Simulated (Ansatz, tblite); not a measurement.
# The cluster InSn₂: a ladder of methods and basis sets

Aim: run the doublet of the cluster InSn₂ at one geometry on many levels, and compare frontier levels, spin and run time.

The runs use Ansatz 0.2.0, Gaussian basis; as each input shows.

Plan: GFN1-xTB, GFN2-xTB, PBE-D4/def2-TZVP, r2SCAN-D4/def2-TZVP, B2PLYP/def2-TZVP, LC-ωPBE/def2-TZVP, BLYP-D4/def2-TZVP, CAM-B3LYP-D4/def2-TZVP, HSE06-D4/def2-TZVP, LC-ωPBE(0.10)/def2-TZVP, LC-ωPBE(0.15)/def2-TZVP, LC-ωPBE(0.20)/def2-TZVP, LC-ωPBE(0.30)/def2-TZVP, PBE-D4/def2-SVP, PBE0-D4/def2-SVP, PBE0-D4/def2-TZVPD, PBE-D4/def2-TZVPD, r2SCAN-D4/def2-TZVPD, CCSD(T)/def2-SVP, MP2/def2-TZVP, RPA/def2-TZVP.

## (1) The structure

The doublet was relaxed beforehand with PBE-D4/def2-SVP. At that level it is the lowest of the isomers that a small search found.

3 atoms, charge 0, spin multiplicity 2.

Bond lengths: In1–Sn3 2.903 Å, Sn2–Sn3 2.729 Å. Angles: In1–Sn3–Sn2 74.7°.

In, Sn take a core potential in the def2 sets. No spin-orbit coupling is included.

PBE0-D4/def2-TZVP was run before; its log isn't repeated, and its numbers join the tables.

## (2) GFN1-xTB

Tight binding, by tblite at 300 K electronic temperature and without a spin-polarisation term:

```python
tblite.interface.Calculator('GFN1-xTB', numbers, positions, charge=0, uhf=1).singlepoint()
```

Energy -176.1604 eV; 0.004 s.

## (3) GFN2-xTB

Tight binding, by tblite at 300 K electronic temperature and without a spin-polarisation term:

```python
tblite.interface.Calculator('GFN2-xTB', numbers, positions, charge=0, uhf=1).singlepoint()
```

Energy -147.7463 eV; 0.005 s.

## (4) PBE-D4/def2-TZVP

start.molden holds the orbitals of an earlier run on this state, given as this run's starting guess.

The input, in.yaml:

```yaml
crystal:
  periodic: [false, false, false]
  atoms:
    - {symbol: In, position_ang: [1.348754, -1.350724, 0.008061]}
    - {symbol: Sn, position_ang: [0.068025, 1.819288, -0.048859]}
    - {symbol: Sn, position_ang: [-1.416770, -0.468564, 0.040798]}
basis:
  gaussian: {orbitals: def2-TZVP, initial_orbitals: start.molden}
magnetization: {spin_polarized: true, initial_magnetization: 1}
hamiltonian: {xc: pbe, dispersion: d4}
scf: {omitted_lower_state_checks: [starts]}
output: {orbitals: {seedname: orbitals}}
```

Launch:

```sh
$ ansatz run in.yaml --threads 4 --pin off --events-out ev --progress --plain --max-ram 3916MiB
```

Further steps of the session: r2SCAN-D4/def2-TZVP; B2PLYP/def2-TZVP; LC-ωPBE/def2-TZVP; BLYP-D4/def2-TZVP; CAM-B3LYP-D4/def2-TZVP; HSE06-D4/def2-TZVP; LC-ωPBE(0.10)/def2-TZVP; LC-ωPBE(0.15)/def2-TZVP; LC-ωPBE(0.20)/def2-TZVP; LC-ωPBE(0.30)/def2-TZVP; PBE-D4/def2-SVP; PBE0-D4/def2-SVP; PBE0-D4/def2-TZVPD; PBE-D4/def2-TZVPD; r2SCAN-D4/def2-TZVPD; CCSD(T)/def2-SVP; MP2/def2-TZVP; RPA/def2-TZVP.

**Question.** What will the summary of the whole plan be? Wanted: gap in def2-TZVP, named functionals, smallest and largest; correlation energy, CCSD(T)/def2-SVP; correlation energy, MP2/def2-TZVP; binding an atom, functionals in def2-TZVP; ⟨S²⟩ in def2-TZVP, named functionals, smallest and largest; PBE0 total energy, smallest basis above largest.

The runs gave:

```
                                                  quantity                                 value
 gap in def2-TZVP, named functionals, smallest and largest  0.22 eV (BLYP-D4), 5.51 eV (LC-ωPBE)
                      correlation energy, CCSD(T)/def2-SVP                              -7.51 eV
                         correlation energy, MP2/def2-TZVP                             -22.97 eV
                 binding an atom, functionals in def2-TZVP    1.19 (LC-ωPBE) to 1.60 eV (PBE-D4)
⟨S²⟩ in def2-TZVP, named functionals, smallest and largest                          0.759, 1.471
           PBE0 total energy, smallest basis above largest        0.44 eV (def2-SVP, def2-TZVPD)
```

In words: Orbital gaps of the named functionals in def2-TZVP span 0.22 eV (BLYP-D4) to 5.51 eV (LC-ωPBE); exact exchange widens it. Over the named functionals in def2-TZVP spin contamination reaches 0.72 (LC-ωPBE), so some levels may describe another state. Notes on CCSD(T)/def2-SVP: large T1 diagnostic, spin contamination.
